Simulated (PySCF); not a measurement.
Computed IR spectrum (relative IR intensity) of a molecule C6H6. Geometry: r2SCAN-D4/def2-SVP. The values are those of a single conformer. Calculation: PySCF with r2SCAN-D4/def2-SVP. Harmonic, unscaled wavenumbers; measured fundamentals usually lie a few per cent lower.

```tsv
ν (cm⁻¹)	relative intensity
682	100
1060	13
1505	16
3193	61
```

Question: Pick the molecule that these values belong to.
A) C#CC(C)C#C
B) C#C[C@H]1C=CC1
C) c1ccccc1
D) C#CC1=CCC1

Answer: C, c1ccccc1
